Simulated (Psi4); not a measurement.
**CH6N2 (methylhydrazine): TPSS/cc-pVDZ**

Aim: the vertical singlet–triplet gap of CH6N2 (methylhydrazine) at TPSS/cc-pVDZ, from 2 runs. 

Program for the calculation: Psi4 1.11.

**1. Starting point**

CH6N2 has 9 atoms, charge 0, and is taken as a singlet. As SMILES, `CNN`. The coordinates come from a PBE0-D4/def2-TZVP relaxation. This is one conformer, not always the lowest.

Bond lengths: C1–N2 1.445 Å, N2–N3 1.412 Å, C1–H4 1.102 Å, C1–H5 1.093 Å, C1–H6 1.091 Å, N2–H7 1.015 Å, N3–H8 1.017 Å, N3–H9 1.011 Å. Some angles: C1–N2–N3 110.6°, C1–N2–H7 109.7°, N3–N2–H7 111.5°, N2–C1–H4 114.0°, N2–C1–H5 108.8°, N2–C1–H6 109.0°, N2–N3–H8 112.5°, N2–N3–H9 108.7°, H4–C1–H5 108.3°, H4–C1–H6 107.9°.

**2. Energy and gradient at TPSS/cc-pVDZ**

run.py reads:

```python
import psi4

psi4.set_memory(1600000000)
psi4.set_num_threads(1)
psi4.core.set_output_file('run.log', False)

molecule = psi4.geometry("""
0 1
C     -0.632300     0.772800    -0.416900
N      0.617000     0.174400    -0.007000
N      0.386900    -0.878100     0.905200
H     -1.339400     0.063700    -0.877000
H     -0.423200     1.566400    -1.138500
H     -1.118900     1.213000     0.454700
H      1.126500    -0.146800    -0.824300
H      0.164900    -1.755100     0.439600
H      1.218500    -1.010300     1.464200
units angstrom
symmetry c1
""")

psi4.set_options({
    'basis': 'cc-pVDZ',
    'reference': 'rks',
    'puream': True,
    'e_convergence': 1e-09,
    'd_convergence': 1e-08,
    'scf_type': 'pk',
    'dft_radial_points': 99,
    'dft_spherical_points': 590,
})

E, wfn = psi4.gradient('tpss', return_wfn=True)
psi4.oeprop(wfn, 'QUADRUPOLE', 'WIBERG_LOWDIN_INDICES', 'DIPOLE', title='TPSS')
print('gradient / Eh bohr^-1')
print(E.np.round(6))
print(f'energy = {wfn.energy():.10f} Eh')
for k, v in sorted(psi4.core.scalar_variables().items()):
    print(f'{k:45s} {v:18.10f}')
```

Command:

```sh
$ python run.py
```

run.log:

```text
gradient() will perform analytic gradient computation.

   => Loading Basis Set <=

    Name: CC-PVDZ
    Role: ORBITAL
    Keyword: BASIS

         ---------------------------------------------------------
                                   SCF
                              RKS Reference
                        1 Threads,   1525 MiB Core
         ---------------------------------------------------------

  ==> Geometry <==

    Molecular point group: c1
    Full point group: C1

    Geometry (in Angstrom), charge = 0, multiplicity = 1:

       Center              X                  Y                   Z               Mass
    ------------   -----------------  -----------------  -----------------  -----------------
         C           -0.764659785748     0.786914227099    -0.570846100469    12.000000000000
         N            0.484640214252     0.188514227099    -0.160946100469    14.003074004430
         N            0.254540214252    -0.863985772901     0.751253899531    14.003074004430
         H           -1.471759785748     0.077814227099    -1.030946100469     1.007825032230
         H           -0.555559785748     1.580514227099    -1.292446100469     1.007825032230
         H           -1.251259785748     1.227114227099     0.300753899531     1.007825032230
         H            0.994140214252    -0.132685772901    -0.978246100469     1.007825032230
         H            0.032540214252    -1.740985772901     0.285653899531     1.007825032230
         H            1.086140214252    -0.996185772901     1.310253899531     1.007825032230

  Running in c1 symmetry.

  Rotational constants: A =      1.31197  B =      0.32346  C =      0.28785 [cm^-1]
  Rotational constants: A =  39331.75892  B =   9696.99402  C =   8629.57523 [MHz]
  Nuclear repulsion =   84.563479744097521

  Charge       = 0
  Multiplicity = 1
  Electrons    = 26
  Nalpha       = 13
  Nbeta        = 13

  ==> Algorithm <==

  SCF Algorithm Type is PK.
  DIIS enabled.
  MOM disabled.
  Fractional occupation disabled.
  Guess Type is SAD.
  Energy threshold   = 1.00e-09
  Density threshold  = 1.00e-08
  Integral threshold = 1.00e-12

  ==> Primary Basis <==

  Basis Set: CC-PVDZ
    Blend: CC-PVDZ
    Number of shells: 36
    Number of basis functions: 72
    Number of Cartesian functions: 75
    Spherical Harmonics?: true
    Max angular momentum: 2

  ==> DFT Potential <==

   => LibXC <=

    Version 7.1.2

   => Composite Functional: TPSS <=

    TPSS Meta-GGA XC Functional

    Deriv               =              1
    GGA                 =           TRUE
    Meta                =           TRUE

    Exchange Hybrid     =          FALSE
    MP2 Hybrid          =          FALSE

   => Exchange Functionals <=

    1.0000   XC_MGGA_X_TPSS

   => Correlation Functionals <=

    1.0000   XC_MGGA_C_TPSS

   => LibXC Density Thresholds  <==

    XC_MGGA_C_TPSS:  1.00E-15
    XC_MGGA_X_TPSS:  1.00E-15

   => Molecular Quadrature <=

    Radial Scheme          =       TREUTLER
    Pruning Scheme         =           NONE
    Nuclear Scheme         =       TREUTLER

    Blocking Scheme        =         OCTREE
    BS radius alpha        =              1
    Pruning alpha          =              1
    Radial Points          =             99
    Spherical Points       =            590
    Total Points           =         497561
    Total Blocks           =           3521
    Max Points             =            256
    Max Functions          =             72
    Weights Tolerance      =       1.00E-15

  ==> Integral Setup <==

  Using in-core PK algorithm.
   Calculation information:
      Number of atoms:                   9
      Number of AO shells:              36
      Number of primitives:             96
      Number of atomic orbitals:        75
      Number of basis functions:        72

      Integral cutoff                 1.00e-12
      Number of threads:                 1

  Performing in-core PK
  Using 6909012 doubles for integral storage.
  We computed 221947 shell quartets total.
  Whereas there are 222111 unique shell quartets.

  ==> DiskJK: Disk-Based J/K Matrices <==

    J tasked:                  Yes
    K tasked:                   No
    wK tasked:                  No
    Memory [MiB]:              205
    Schwarz Cutoff:          1E-12

  Cached 33.3% of DFT collocation blocks in 0.800 [GiB].

  Minimum eigenvalue in the overlap matrix is 9.5005275596E-03.
  Reciprocal condition number of the overlap matrix is 1.8018566043E-03.
    Using symmetric orthogonalization.

  ==> Pre-Iterations <==

  SCF Guess: Superposition of Atomic Densities via on-the-fly atomic UHF (no occupation information).

   -------------------------
    Irrep   Nso     Nmo
   -------------------------
     A         72      72
   -------------------------
    Total      72      72
   -------------------------

  ==> Iterations <==

                        Total Energy        Delta E     RMS |[F,P]|

   @RKS iter SAD:  -150.76941875496951   -1.50769e+02   0.00000e+00
   @RKS iter   1:  -150.84560536721523   -7.61866e-02   1.16817e-02 ADIIS/DIIS
   @RKS iter   2:  -150.41337765776407    4.32228e-01   1.70131e-02 ADIIS/DIIS
   @RKS iter   3:  -151.19237053809951   -7.78993e-01   1.46026e-03 ADIIS/DIIS
   @RKS iter   4:  -151.19550462446117   -3.13409e-03   9.23809e-04 ADIIS/DIIS
   @RKS iter   5:  -151.19746147918653   -1.95685e-03   1.59489e-04 ADIIS/DIIS
   @RKS iter   6:  -151.19751051701951   -4.90378e-05   5.73809e-05 DIIS
   @RKS iter   7:  -151.19751730987889   -6.79286e-06   2.07513e-05 DIIS
   @RKS iter   8:  -151.19751825968774   -9.49809e-07   2.18819e-06 DIIS
   @RKS iter   9:  -151.19751827381421   -1.41265e-08   1.96421e-07 DIIS
   @RKS iter  10:  -151.19751827392702   -1.12806e-10   2.63156e-08 DIIS
   @RKS iter  11:  -151.19751827392898   -1.96110e-12   3.73159e-09 DIIS
  Energy and wave function converged.

  ==> Post-Iterations <==

   Electrons on quadrature grid:
      Ntotal   =   26.0000006562 ; deviation = 6.562e-07

    Orbital Energies [Eh]
    ---------------------

    Doubly Occupied:

       1A    -14.111167     2A    -14.108261     3A    -10.006525
       4A     -0.888614     5A     -0.716990     6A     -0.585343
       7A     -0.462232     8A     -0.439758     9A     -0.390528
      10A     -0.348994    11A     -0.331976    12A     -0.199189
      13A     -0.177940

    Virtual:

      14A      0.044567    15A      0.083697    16A      0.098072
      17A      0.114748    18A      0.135984    19A      0.141740
      20A      0.191708    21A      0.229654    22A      0.436121
      23A      0.452513    24A      0.474714    25A      0.532387
      26A      0.582665    27A      0.590536    28A      0.625646
      29A      0.638283    30A      0.658179    31A      0.718500
      32A      0.769196    33A      0.783170    34A      0.796623
      35A      0.836897    36A      0.866689    37A      0.979050
      38A      1.008411    39A      1.062646    40A      1.162966
      41A      1.289442    42A      1.314551    43A      1.410013
      44A      1.421247    45A      1.498573    46A      1.538217
      47A      1.605650    48A      1.636354    49A      1.657374
      50A      1.683661    51A      1.773554    52A      1.804769
      53A      1.858203    54A      1.884122    55A      1.942995
      56A      1.983937    57A      1.999084    58A      2.050202
      59A      2.094898    60A      2.178523    61A      2.185542
      62A      2.325132    63A      2.378103    64A      2.409980
      65A      2.448367    66A      2.541544    67A      2.593388
      68A      2.673756    69A      2.769856    70A      2.852633
      71A      2.983678    72A      3.070419

    Final Occupation by Irrep:
              A
    DOCC [    13 ]
    NA   [    13 ]
    NB   [    13 ]

  @RKS Final Energy:  -151.19751827392898

   => Energetics <=

    Nuclear Repulsion Energy =             84.5634797440975206
    One-Electron Energy =                -371.1973581091530718
    Two-Electron Energy =                 156.9989459106880929
    DFT Exchange-Correlation Energy =     -21.5625858195615017
    Empirical Dispersion Energy =           0.0000000000000000
    VV10 Nonlocal Energy =                  0.0000000000000000
    Total Energy =                       -151.1975182739289778

Computation Completed

Properties will be evaluated at   0.000000,   0.000000,   0.000000 [a0]

Properties computed using the SCF density matrix

 Multipole Moments:

 ------------------------------------------------------------------------------------
     Multipole            Electronic (a.u.)      Nuclear  (a.u.)        Total (a.u.)
 ------------------------------------------------------------------------------------

 L = 1.  Multiply by 2.5417464519 to convert [e a0] to [Debye]
 Dipole X            :          1.3462500           -1.0950102            0.2512399
 Dipole Y            :         -0.4970624            0.0165727           -0.4804897
 Dipole Z            :          0.8659028           -1.3188372           -0.4529344
 Magnitude           :                                                    0.7064994

 ------------------------------------------------------------------------------------

	total time  =         49 seconds =       0.82 minutes

         ------------------------------------------------------------
                                   SCF GRAD
         ------------------------------------------------------------

  ==> Geometry <==

    Molecular point group: c1
    Full point group: C1

    Geometry (in Angstrom), charge = 0, multiplicity = 1:

       Center              X                  Y                   Z               Mass
    ------------   -----------------  -----------------  -----------------  -----------------
         C           -0.764659785748     0.786914227099    -0.570846100469    12.000000000000
         N            0.484640214252     0.188514227099    -0.160946100469    14.003074004430
         N            0.254540214252    -0.863985772901     0.751253899531    14.003074004430
         H           -1.471759785748     0.077814227099    -1.030946100469     1.007825032230
         H           -0.555559785748     1.580514227099    -1.292446100469     1.007825032230
         H           -1.251259785748     1.227114227099     0.300753899531     1.007825032230
         H            0.994140214252    -0.132685772901    -0.978246100469     1.007825032230
         H            0.032540214252    -1.740985772901     0.285653899531     1.007825032230
         H            1.086140214252    -0.996185772901     1.310253899531     1.007825032230

  Nuclear repulsion =   84.563479744097521

  ==> Basis Set <==

  Basis Set: CC-PVDZ
    Blend: CC-PVDZ
    Number of shells: 36
    Number of basis functions: 72
    Number of Cartesian functions: 75
    Spherical Harmonics?: true
    Max angular momentum: 2

  ==> DirectJKGrad: Integral-Direct SCF Gradients <==

    Gradient:                    1
    J tasked:                  Yes
    K tasked:                   No
    wK tasked:                  No
    Integrals threads:           1
    Schwarz Cutoff:          1E-12

  ==> DFT Potential <==

   => LibXC <=

    Version 7.1.2

   => Composite Functional: TPSS <=

    TPSS Meta-GGA XC Functional

    Deriv               =              1
    GGA                 =           TRUE
    Meta                =           TRUE

    Exchange Hybrid     =          FALSE
    MP2 Hybrid          =          FALSE

   => Exchange Functionals <=

    1.0000   XC_MGGA_X_TPSS

   => Correlation Functionals <=

    1.0000   XC_MGGA_C_TPSS

   => LibXC Density Thresholds  <==

    XC_MGGA_C_TPSS:  1.00E-15
    XC_MGGA_X_TPSS:  1.00E-15

   => Molecular Quadrature <=

    Radial Scheme          =       TREUTLER
    Pruning Scheme         =           NONE
    Nuclear Scheme         =       TREUTLER

    Blocking Scheme        =         OCTREE
    BS radius alpha        =              1
    Pruning alpha          =              1
    Radial Points          =             99
    Spherical Points       =            590
    Total Points           =         497561
    Total Blocks           =           3521
    Max Points             =            256
    Max Functions          =             72
    Weights Tolerance      =       1.00E-15

  -Total Gradient:
     Atom            X                  Y                   Z
    ------   -----------------  -----------------  -----------------
       1        0.001672255048     0.000186310224     0.001251112393
       2       -0.008529456955    -0.009839944324    -0.007321128820
       3        0.013728936704    -0.005837750747    -0.009506041818
       4        0.006806952771     0.005166841251     0.004141538603
       5       -0.001755029225    -0.005743687935     0.005639986172
       6        0.003787435032    -0.002930932624    -0.006851451996
       7       -0.005763478468     0.003959073400     0.011592539484
       8        0.000773877419     0.012132718754     0.005839277373
       9       -0.010719912838     0.002907273991    -0.004786564266

	total time  =          8 seconds =       0.13 minutes

Properties will be evaluated at   0.000000,   0.000000,   0.000000 [a0]

Properties computed using the TPSS density matrix

 Multipole Moments:

 ------------------------------------------------------------------------------------
     Multipole            Electronic (a.u.)      Nuclear  (a.u.)        Total (a.u.)
 ------------------------------------------------------------------------------------

 L = 1.  Multiply by 2.5417464519 to convert [e a0] to [Debye]
 Dipole X            :          1.3462500           -1.0950102            0.2512399
 Dipole Y            :         -0.4970624            0.0165727           -0.4804897
 Dipole Z            :          0.8659028           -1.3188372           -0.4529344
 Magnitude           :                                                    0.7064994

 L = 2.  Multiply by 1.3450342976 to convert [e a0^2] to [Debye ang]
 Quadrupole XX       :        -56.5779633           42.1933606          -14.3846027
 Quadrupole XY       :         28.1027852          -29.6713465           -1.5685613
 Quadrupole XZ       :        -19.9790146           20.4639788            0.4849642
 Quadrupole YY       :        -74.8900595           61.5665142          -13.3235453
 Quadrupole YZ       :         38.5929529          -38.8453409           -0.2523881
 Quadrupole ZZ       :        -56.0497407           41.6609089          -14.3888319
 Traceless XX        :          5.9279579           -6.2802340           -0.3522761
 Traceless YY        :        -12.3841383           13.0929197            0.7087813
 Traceless ZZ        :          6.4561804           -6.8126857           -0.3565053

 ------------------------------------------------------------------------------------

  Wiberg Bond Indices using Orthogonal Lowdin Orbitals:

  Irrep: 1 Size: 9 x 9

                 1                   2                   3                   4                   5

    1     0.00000000000000     1.20577918473395     0.08864925818473     0.96799925382764     0.96628346373569
    2     1.20577918473395     0.00000000000000     1.18284436806242     0.05784685477694     0.04210842199061
    3     0.08864925818473     1.18284436806242     0.00000000000000     0.00795278930621     0.01899438213438
    4     0.96799925382764     0.05784685477694     0.00795278930621     0.00000000000000     0.03856318087889
    5     0.96628346373569     0.04210842199061     0.01899438213438     0.03856318087889     0.00000000000000
    6     0.96907311919742     0.04260226239109     0.01459810717483     0.03859659796359     0.03979149418189
    7     0.06794944802846     1.04213630791721     0.06259706822267     0.00590933515723     0.00504600197248
    8     0.00926955386270     0.06565088602496     1.06209859473616     0.00424263079258     0.00120730829532
    9     0.01324471041311     0.05780866013723     1.06597185891706     0.00110885697642     0.00204812958812

                 6                   7                   8                   9

    1     0.96907311919742     0.06794944802846     0.00926955386270     0.01324471041311
    2     0.04260226239109     1.04213630791721     0.06565088602496     0.05780866013723
    3     0.01459810717483     0.06259706822267     1.06209859473616     1.06597185891706
    4     0.03859659796359     0.00590933515723     0.00424263079258     0.00110885697642
    5     0.03979149418189     0.00504600197248     0.00120730829532     0.00204812958812
    6     0.00000000000000     0.01415271063204     0.00068117701719     0.00096617893502
    7     0.01415271063204     0.00000000000000     0.00847757946568     0.00571344353676
    8     0.00068117701719     0.00847757946568     0.00000000000000     0.05239438416456
    9     0.00096617893502     0.00571344353676     0.05239438416456     0.00000000000000

  Atomic Valences:

 #  #
 Irrep: 1
      1:    4.288247991983707
      2:    3.696776946034425
      3:    3.503706426738465
      4:    1.122219499679506
      5:    1.114042382777365
      6:    1.120461647493069
      7:    1.211981894932517
      8:    1.204022114359157
      9:    1.199256222668266
```

The script printed:

```text
gradient / Eh bohr^-1
[[ 0.001672  0.000186  0.001251]
 [-0.008529 -0.00984  -0.007321]
 [ 0.013729 -0.005838 -0.009506]
 [ 0.006807  0.005167  0.004142]
 [-0.001755 -0.005744  0.00564 ]
 [ 0.003787 -0.002931 -0.006851]
 [-0.005763  0.003959  0.011593]
 [ 0.000774  0.012133  0.005839]
 [-0.01072   0.002907 -0.004787]]
energy = -151.1975182739 Eh
CURRENT ENERGY                                   -151.1975182739
CURRENT REFERENCE ENERGY                         -151.1975182739
DD SOLVATION ENERGY                                 0.0000000000
DFT FUNCTIONAL TOTAL ENERGY                      -151.1975182739
DFT TOTAL ENERGY                                 -151.1975182739
DFT VV10 ENERGY                                     0.0000000000
DFT XC ENERGY                                     -21.5625858196
GRID ELECTRONS ALPHA                               13.0000003281
GRID ELECTRONS BETA                                13.0000003281
GRID ELECTRONS TOTAL                               26.0000006562
NUCLEAR REPULSION ENERGY                           84.5634797441
ONE-ELECTRON ENERGY                              -371.1973581092
PCM POLARIZATION ENERGY                             0.0000000000
PE ENERGY                                           0.0000000000
SCF ITERATION ENERGY                             -151.1975182739
SCF ITERATIONS                                     11.0000000000
SCF TOTAL ENERGY                                 -151.1975182739
TWO-ELECTRON ENERGY                               156.9989459107
XC GRID RADIAL POINTS                              99.0000000000
XC GRID SPHERICAL POINTS                          590.0000000000
XC GRID TOTAL POINTS                           497561.0000000000
```

Run time: 59 s. Hardware: 1 thread of AMD EPYC 7R43 (Zen 3), shared host; peak memory 1.1 GiB.

(Part 1 of 2 ends here.)
